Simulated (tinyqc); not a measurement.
Worked calculation (part 1 of 2): RKS/PBE0 in the sto-3g basis, for OH-, spin multiplicity 1. The basis has no diffuse functions, so it cannot describe the extra electron: this is an exercise in the method, not the real anion. Computed by tinyqc, a small Python program that keeps every step (integrals from PySCF). Settings: charge = -1, multiplicity = 1, basis = sto-3g, energy threshold = 1e-10, iteration cap = 65, orthogonalisation = symmetric, start = core, DIIS depth = 0, method = RKS, functional = pbe0, grid = [20, 14]. Command: `OMP_NUM_THREADS=1 python tinyqc.py 20977 20978 out.jsonl` (the two numbers bound the seeds that draw the settings). One thread of a shared host (Intel(R) Xeon(R) Processor @ 2.60GHz), about 0.5 s of CPU time with the checks. Later iterations appear only in the table of the cycle.

## One-electron integrals

Geometry (angstrom):
```
atom         x         y         z
O     0.000000  0.000000  0.000000
H     0.000000  0.000000  1.011000
```

Basis sto-3g: exponents (1/bohr^2) and contraction coefficients of normalised primitives:
```
element  l (shell)    exponent  coefficient
O            s (1)  130.709320     0.154329
O            s (1)   23.808861     0.535328
O            s (1)    6.443608     0.444635
O            s (2)    5.033151    -0.099967
O            s (2)    1.169596     0.399513
O            s (2)    0.380389     0.700115
O            p (3)    5.033151     0.155916
O            p (3)    1.169596     0.607684
O            p (3)    0.380389     0.391957
H            s (1)    3.425251     0.154329
H            s (1)    0.623914     0.535328
H            s (1)    0.168855     0.444635
```

Overlap, kinetic and nuclear-attraction integrals over the contracted functions; the nuclear repulsion is the sum of Za Zb / Rab.

nuclear repulsion = 4.18735676 hartree

overlap S:
```
           1O 1s     1O 2s    1O 2px    1O 2py    1O 2pz     2H 1s
1O 1s   1.000000  0.236704  0.000000  0.000000  0.000000  0.047490
1O 2s   0.236704  1.000000  0.000000  0.000000  0.000000  0.440181
1O 2px  0.000000  0.000000  1.000000  0.000000  0.000000  0.000000
1O 2py  0.000000  0.000000  0.000000  1.000000  0.000000  0.000000
1O 2pz  0.000000  0.000000  0.000000  0.000000  1.000000  0.374181
2H 1s   0.047490  0.440181  0.000000  0.000000  0.374181  1.000000
```

kinetic energy T (hartree):
```
            1O 1s      1O 2s    1O 2px    1O 2py    1O 2pz      2H 1s
1O 1s   29.003200  -0.168011  0.000000  0.000000  0.000000  -0.005666
1O 2s   -0.168011   0.808128  0.000000  0.000000  0.000000   0.104302
1O 2px   0.000000   0.000000  2.528731  0.000000  0.000000   0.000000
1O 2py   0.000000   0.000000  0.000000  2.528731  0.000000   0.000000
1O 2pz   0.000000   0.000000  0.000000  0.000000  2.528731   0.244554
2H 1s   -0.005666   0.104302  0.000000  0.000000  0.244554   0.760032
```

nuclear attraction V (hartree):
```
             1O 1s      1O 2s     1O 2px     1O 2py     1O 2pz      2H 1s
1O 1s   -61.141875  -7.306975   0.000000   0.000000  -0.013915  -1.506588
1O 2s    -7.306975  -9.570424   0.000000   0.000000  -0.166587  -3.318018
1O 2px    0.000000   0.000000  -9.460772   0.000000   0.000000   0.000000
1O 2py    0.000000   0.000000   0.000000  -9.460772   0.000000   0.000000
1O 2pz   -0.013915  -0.166587   0.000000   0.000000  -9.571073  -2.545765
2H 1s    -1.506588  -3.318018   0.000000   0.000000  -2.545765  -5.290729
```

core Hamiltonian H = T + V (hartree):
```
             1O 1s      1O 2s     1O 2px     1O 2py     1O 2pz      2H 1s
1O 1s   -32.138675  -7.474986   0.000000   0.000000  -0.013915  -1.512254
1O 2s    -7.474986  -8.762296   0.000000   0.000000  -0.166587  -3.213717
1O 2px    0.000000   0.000000  -6.932041   0.000000   0.000000   0.000000
1O 2py    0.000000   0.000000   0.000000  -6.932041   0.000000   0.000000
1O 2pz   -0.013915  -0.166587   0.000000   0.000000  -7.042342  -2.301211
2H 1s    -1.512254  -3.213717   0.000000   0.000000  -2.301211  -4.530697
```

## Two-electron integrals

Functions are numbered as in S; the eight-fold symmetry (ij|kl) = (ji|kl) = (kl|ij) leaves the list below.

Two-electron integrals (ij|kl) in chemists' order, unique and non-zero (hartree):
```
(11|11) 4.785065   (21|11) 0.741380   (21|21) 0.136873   (22|11) 1.118947
(22|21) 0.256633   (22|22) 0.817206   (31|31) 0.024477   (32|31) 0.037809
(32|32) 0.180518   (33|11) 1.115814   (33|21) 0.256684   (33|22) 0.817023
(33|33) 0.880159   (41|41) 0.024477   (42|41) 0.037809   (42|42) 0.180518
(43|43) 0.047444   (44|11) 1.115814   (44|21) 0.256684   (44|22) 0.817023
(44|33) 0.785270   (44|44) 0.880159   (51|51) 0.024477   (52|51) 0.037809
(52|52) 0.180518   (53|53) 0.047444   (54|54) 0.047444   (55|11) 1.115814
(55|21) 0.256684   (55|22) 0.817023   (55|33) 0.785270   (55|44) 0.785270
(55|55) 0.880159   (61|11) 0.150911   (61|21) 0.027627   (61|22) 0.051468
(61|33) 0.051369   (61|44) 0.051369   (61|51) 0.001275   (61|52) 0.002387
(61|55) 0.051674   (61|61) 0.005649   (62|11) 0.367506   (62|21) 0.085346
(62|22) 0.300949   (62|33) 0.295833   (62|44) 0.295833   (62|51) 0.006408
(62|52) 0.048973   (62|55) 0.310894   (62|61) 0.017563   (62|62) 0.137271
(63|31) 0.008925   (63|32) 0.051976   (63|53) 0.010172   (63|63) 0.019552
(64|41) 0.008925   (64|42) 0.051976   (64|54) 0.010172   (64|64) 0.019552
(65|11) 0.264825   (65|21) 0.062296   (65|22) 0.234560   (65|33) 0.223919
(65|44) 0.223919   (65|51) 0.013024   (65|52) 0.088114   (65|55) 0.255579
(65|61) 0.013385   (65|62) 0.129958   (65|65) 0.141170   (66|11) 0.507437
(66|21) 0.119759   (66|22) 0.484305   (66|33) 0.464727   (66|44) 0.464727
(66|51) 0.011640   (66|52) 0.122653   (66|55) 0.522855   (66|61) 0.024864
(66|62) 0.278158   (66|65) 0.300630   (66|66) 0.774606
```

## Orthogonalisation

S = U s U^T; symmetric (Loewdin) form X = U s^(-1/2) U^T, so that X^T S X = 1.

eigenvalues of S: 0.405700  0.839529  1.000000  1.000000  1.132104  1.622668

X:
```
            1O 1s      1O 2s    1O 2px    1O 2py     1O 2pz      2H 1s
1O 1s    1.023048  -0.132574  0.000000  0.000000  -0.008189   0.022977
1O 2s   -0.132574   1.123713  0.000000  0.000000   0.084688  -0.288775
1O 2px   0.000000   0.000000  1.000000  0.000000   0.000000   0.000000
1O 2py   0.000000   0.000000  0.000000  1.000000   0.000000   0.000000
1O 2pz  -0.008189   0.084688  0.000000  0.000000   1.070458  -0.241073
2H 1s    0.022977  -0.288775  0.000000  0.000000  -0.241073   1.169044
```

## Starting guess

The start is the orbitals of the core Hamiltonian; D = 2 C_occ C_occ^T.

D at the start:
```
            1O 1s      1O 2s    1O 2px    1O 2py     1O 2pz      2H 1s
1O 1s    2.126369  -0.550401  0.000000  0.000000  -0.043369   0.084442
1O 2s   -0.550401   2.394733  0.000000  0.000000   0.259508  -0.367306
1O 2px   0.000000   0.000000  2.000000  0.000000   0.000000   0.000000
1O 2py   0.000000   0.000000  0.000000  2.000000   0.000000   0.000000
1O 2pz  -0.043369   0.259508  0.000000  0.000000   2.237231  -0.395645
2H 1s    0.084442  -0.367306  0.000000  0.000000  -0.395645   0.113660
```

## Iteration 1: exchange-correlation on the grid

Becke grid with 20 radial and 14 angular points per atom, points of zero weight dropped. rho = sum D_ij phi_i phi_j; V_xc,ij = sum w v_xc phi_i phi_j plus the gradient terms; v_xc is d(rho eps)/d rho at fixed gradient. Exact exchange is left to K.

The 16 grid points with the largest w rho, of 548 (bohr, atomic units):
```
x                  y          z         w       rho  |grad rho|^2     eps_xc       v_xc
0.603375   -0.603375   0.603375  0.301688  0.520065      1.756076  -0.512514  -0.653550
-0.603375   0.603375   0.603375  0.301688  0.520065      1.756076  -0.512514  -0.653550
-0.603375  -0.603375   0.603375  0.301688  0.520065      1.756076  -0.512514  -0.653550
0.603375    0.603375   0.603375  0.301688  0.520065      1.756076  -0.512514  -0.653550
0.603375   -0.603375  -0.603375  0.314609  0.498457      1.481031  -0.505454  -0.646492
-0.603375   0.603375  -0.603375  0.314609  0.498457      1.481031  -0.505454  -0.646492
-0.603375  -0.603375  -0.603375  0.314609  0.498457      1.481031  -0.505454  -0.646492
0.603375    0.603375  -0.603375  0.314609  0.498457      1.481031  -0.505454  -0.646492
0.000000    0.000000  -1.045076  0.279652  0.507020      1.522034  -0.508024  -0.650216
0.000000   -1.045076   0.000000  0.279506  0.506193      1.550313  -0.507900  -0.649408
1.045076    0.000000   0.000000  0.279506  0.506193      1.550313  -0.507900  -0.649408
-1.045076   0.000000   0.000000  0.279506  0.506193      1.550313  -0.507900  -0.649408
0.000000    1.045076   0.000000  0.279506  0.506193      1.550313  -0.507900  -0.649408
0.444389   -0.444389   0.444389  0.136700  0.956983      3.261107  -0.615468  -0.804050
-0.444389  -0.444389   0.444389  0.136700  0.956983      3.261107  -0.615468  -0.804050
0.444389    0.444389   0.444389  0.136700  0.956983      3.261107  -0.615468  -0.804050
```

electrons on the grid, sum of w rho = 10.022609

E_xc = sum of w rho eps_xc = -7.69512946 hartree

V_xc (hartree):
```
            1O 1s      1O 2s     1O 2px     1O 2py     1O 2pz      2H 1s
1O 1s   -2.334378  -0.326513   0.000000   0.000000  -0.001236  -0.067114
1O 2s   -0.326513  -0.646204   0.000000   0.000000   0.000655  -0.207420
1O 2px   0.000000   0.000000  -0.643345   0.000000   0.000000   0.000000
1O 2py   0.000000   0.000000   0.000000  -0.643345   0.000000   0.000000
1O 2pz  -0.001236   0.000655   0.000000   0.000000  -0.637783  -0.143579
2H 1s   -0.067114  -0.207420   0.000000   0.000000  -0.143579  -0.218287
```

## Iteration 1: building the Kohn-Sham matrix

J_ij = sum D_kl (ij|kl), K_ij = sum D_kl (ik|jl); F = H + J - 0.125 K + V_xc; E = tr D H + tr D J / 2 - 0.0625 tr D K + E_xc + E_nn.

Coulomb J (hartree):
```
            1O 1s      1O 2s    1O 2px    1O 2py     1O 2pz     2H 1s
1O 1s   18.601501   3.547630  0.000000  0.000000   0.004025  0.716230
1O 2s    3.547630   8.806793  0.000000  0.000000  -0.000943  3.142835
1O 2px   0.000000   0.000000  8.801303  0.000000   0.000000  0.000000
1O 2py   0.000000   0.000000  0.000000  8.801303   0.000000  0.000000
1O 2pz   0.004025  -0.000943  0.000000  0.000000   8.794355  2.397573
2H 1s    0.716230   3.142835  0.000000  0.000000   2.397573  4.848270
```

exchange K (hartree):
```
           1O 1s     1O 2s    1O 2px    1O 2py    1O 2pz     2H 1s
1O 1s   9.843971  1.717262  0.000000  0.000000  0.001605  0.364732
1O 2s   1.717262  2.861650  0.000000  0.000000  0.004662  0.894902
1O 2px  0.000000  0.000000  2.361571  0.000000  0.000000  0.000000
1O 2py  0.000000  0.000000  0.000000  2.361571  0.000000  0.000000
1O 2pz  0.001605  0.004662  0.000000  0.000000  2.352896  0.509145
2H 1s   0.364732  0.894902  0.000000  0.000000  0.509145  0.431749
```

Kohn-Sham matrix F (hartree):
```
             1O 1s      1O 2s    1O 2px    1O 2py     1O 2pz      2H 1s
1O 1s   -17.102047  -4.468527  0.000000  0.000000  -0.011327  -0.908729
1O 2s    -4.468527  -0.959413  0.000000  0.000000  -0.167459  -0.390164
1O 2px    0.000000   0.000000  0.930720  0.000000   0.000000   0.000000
1O 2py    0.000000   0.000000  0.000000  0.930720   0.000000   0.000000
1O 2pz   -0.011327  -0.167459  0.000000  0.000000   0.820118  -0.110861
2H 1s    -0.908729  -0.390164  0.000000  0.000000  -0.110861   0.045317
```

total energy of this density = -73.19537649 hartree

## Iteration 1: diagonalisation and new density

Diagonalise F' = X^T F X, C = X C', fill 5 alpha and 5 beta electrons from the bottom; D = 2 C_occ C_occ^T. Each column has its largest component positive (the first on a tie).

F' = X^T F X (hartree):
```
            1          2         3         4          5          6
1  -16.744598  -2.505833  0.000000  0.000000  -0.025802  -0.127678
2   -2.505833  -0.013563  0.000000  0.000000  -0.021520  -0.322897
3    0.000000   0.000000  0.930720  0.000000   0.000000   0.000000
4    0.000000   0.000000  0.000000  0.930720   0.000000   0.000000
5   -0.025802  -0.021520  0.000000  0.000000   0.979957  -0.359339
6   -0.127678  -0.322897  0.000000  0.000000  -0.359339   0.333768
```

orbital energies (hartree): MO1 -17.113616, MO2 -0.034684, MO3 0.547904, MO4 0.930720, MO5 0.930720, MO6 1.155960

coefficients C:
```
              MO1        MO2        MO3       MO4        MO5        MO6
1O 1s    0.993126  -0.159702  -0.223426  0.000000   0.000000  -0.055449
1O 2s    0.029240   0.480164   1.002128  0.000000   0.000000   0.367690
1O 2px   0.000000   0.000000   0.000000  0.114904   0.993377   0.000000
1O 2py   0.000000   0.000000   0.000000  0.993377  -0.114904   0.000000
1O 2pz   0.003697   0.165438  -0.214762  0.000000   0.000000   1.066644
2H 1s   -0.007971   0.641766  -0.708334  0.000000   0.000000  -0.771385
```

D after iteration 1:
```
            1O 1s      1O 2s    1O 2px    1O 2py     1O 2pz      2H 1s
1O 1s    2.123447  -0.543091  0.000000  0.000000   0.050469   0.095705
1O 2s   -0.543091   2.471346  0.000000  0.000000  -0.271347  -0.803844
1O 2px   0.000000   0.000000  2.000000  0.000000   0.000000   0.000000
1O 2py   0.000000   0.000000  0.000000  2.000000   0.000000   0.000000
1O 2pz   0.050469  -0.271347  0.000000  0.000000   0.147012   0.516532
2H 1s    0.095705  -0.803844  0.000000  0.000000   0.516532   1.827329
```

Within a degenerate level the vectors are fixed only up to a rotation; this is one choice.

## Iteration 2: exchange-correlation on the grid

As before.

The 16 grid points with the largest w rho, of 548 (bohr, atomic units):
```
x                  y          z         w       rho  |grad rho|^2     eps_xc       v_xc
1.045076    0.000000   0.000000  0.279506  0.504310      1.543013  -0.507345  -0.648564
-1.045076   0.000000   0.000000  0.279506  0.504310      1.543013  -0.507345  -0.648564
0.000000   -1.045076   0.000000  0.279506  0.504310      1.543013  -0.507345  -0.648564
0.000000    1.045076   0.000000  0.279506  0.504310      1.543013  -0.507345  -0.648564
0.603375   -0.603375  -0.603375  0.314609  0.422180      1.174807  -0.481476  -0.610135
-0.603375   0.603375  -0.603375  0.314609  0.422180      1.174807  -0.481476  -0.610135
-0.603375  -0.603375  -0.603375  0.314609  0.422180      1.174807  -0.481476  -0.610135
0.603375    0.603375  -0.603375  0.314609  0.422180      1.174807  -0.481476  -0.610135
0.603375   -0.603375   0.603375  0.301688  0.380371      0.875879  -0.466039  -0.591700
-0.603375  -0.603375   0.603375  0.301688  0.380371      0.875879  -0.466039  -0.591700
-0.603375   0.603375   0.603375  0.301688  0.380371      0.875879  -0.466039  -0.591700
0.603375    0.603375   0.603375  0.301688  0.380371      0.875879  -0.466039  -0.591700
1.383986    0.000000   0.000000  0.598582  0.191647      0.376341  -0.388234  -0.454719
-1.383986   0.000000   0.000000  0.598582  0.191647      0.376341  -0.388234  -0.454719
0.000000   -1.383986   0.000000  0.598582  0.191647      0.376341  -0.388234  -0.454719
0.000000    1.383986   0.000000  0.598582  0.191647      0.376341  -0.388234  -0.454719
```

electrons on the grid, sum of w rho = 10.022402

E_xc = sum of w rho eps_xc = -7.19216009 hartree

V_xc (hartree):
```
            1O 1s      1O 2s     1O 2px     1O 2py     1O 2pz      2H 1s
1O 1s   -2.323889  -0.316619   0.000000   0.000000   0.001046  -0.064787
1O 2s   -0.316619  -0.606942   0.000000   0.000000  -0.002281  -0.222969
1O 2px   0.000000   0.000000  -0.619343   0.000000   0.000000   0.000000
1O 2py   0.000000   0.000000   0.000000  -0.619343   0.000000   0.000000
1O 2pz   0.001046  -0.002281   0.000000   0.000000  -0.566938  -0.177523
2H 1s   -0.064787  -0.222969   0.000000   0.000000  -0.177523  -0.420668
```

## Iteration 2: building the Kohn-Sham matrix

As before.

Coulomb J (hartree):
```
            1O 1s     1O 2s    1O 2px    1O 2py    1O 2pz     2H 1s
1O 1s   17.387044  3.275586  0.000000  0.000000  0.006620  0.661653
1O 2s    3.275586  8.158395  0.000000  0.000000  0.142730  3.059745
1O 2px   0.000000  0.000000  8.170773  0.000000  0.000000  0.000000
1O 2py   0.000000  0.000000  0.000000  8.170773  0.000000  0.000000
1O 2pz   0.006620  0.142730  0.000000  0.000000  8.109714  2.449921
2H 1s    0.661653  3.059745  0.000000  0.000000  2.449921  5.298305
```

exchange K (hartree):
```
           1O 1s      1O 2s    1O 2px    1O 2py     1O 2pz     2H 1s
1O 1s   9.791439   1.647755  0.000000  0.000000   0.008990  0.346263
1O 2s   1.647755   2.614040  0.000000  0.000000  -0.033582  1.027558
1O 2px  0.000000   0.000000  2.283598  0.000000   0.000000  0.000000
1O 2py  0.000000   0.000000  0.000000  2.283598   0.000000  0.000000
1O 2pz  0.008990  -0.033582  0.000000  0.000000   1.159031  0.783894
2H 1s   0.346263   1.027558  0.000000  0.000000   0.783894  1.645546
```

Kohn-Sham matrix F (hartree):
```
             1O 1s      1O 2s    1O 2px    1O 2py     1O 2pz      2H 1s
1O 1s   -18.299450  -4.721988  0.000000  0.000000  -0.007373  -0.958671
1O 2s    -4.721988  -1.537598  0.000000  0.000000  -0.021941  -0.505385
1O 2px    0.000000   0.000000  0.333939  0.000000   0.000000   0.000000
1O 2py    0.000000   0.000000  0.000000  0.333939   0.000000   0.000000
1O 2pz   -0.007373  -0.021941  0.000000  0.000000   0.355555  -0.126799
2H 1s    -0.958671  -0.505385  0.000000  0.000000  -0.126799   0.141247
```

total energy of this density = -74.18049641 hartree

## Iteration 2: diagonalisation and new density

As before.

F' = X^T F X (hartree):
```
            1          2         3         4          5          6
1  -17.940611  -2.548620  0.000000  0.000000  -0.036399  -0.137522
2   -2.548620  -0.585171  0.000000  0.000000   0.104989  -0.369209
3    0.000000   0.000000  0.333939  0.000000   0.000000   0.000000
4    0.000000   0.000000  0.000000  0.333939   0.000000   0.000000
5   -0.036399   0.104989  0.000000  0.000000   0.488372  -0.340612
6   -0.137522  -0.369209  0.000000  0.000000  -0.340612   0.496702
```

orbital energies (hartree): MO1 -18.309057, MO2 -0.359206, MO3 0.199781, MO4 0.333939, MO5 0.333939, MO6 0.927774

coefficients C:
```
              MO1        MO2        MO3       MO4        MO5        MO6
1O 1s    0.993877  -0.250691   0.074794  0.000000   0.000000   0.092557
1O 2s    0.026146   0.934107  -0.404558  0.000000   0.000000  -0.577895
1O 2px   0.000000   0.000000   0.000000  0.326913   0.945054   0.000000
1O 2py   0.000000   0.000000   0.000000  0.945054  -0.326913   0.000000
1O 2pz   0.002934   0.024213   0.669402  0.000000   0.000000  -0.873236
2H 1s   -0.006970   0.176139   0.558661  0.000000   0.000000   1.079594
```

D after iteration 2:
```
            1O 1s      1O 2s    1O 2px    1O 2py     1O 2pz      2H 1s
1O 1s    2.112462  -0.476890  0.000000  0.000000   0.093828  -0.018598
1O 2s   -0.476890   2.073813  0.000000  0.000000  -0.496236  -0.123321
1O 2px   0.000000   0.000000  2.000000  0.000000   0.000000   0.000000
1O 2py   0.000000   0.000000  0.000000  2.000000   0.000000   0.000000
1O 2pz   0.093828  -0.496236  0.000000  0.000000   0.897389   0.756427
2H 1s   -0.018598  -0.123321  0.000000  0.000000   0.756427   0.686351
```

Within a degenerate level the vectors are fixed only up to a rotation; this is one choice.
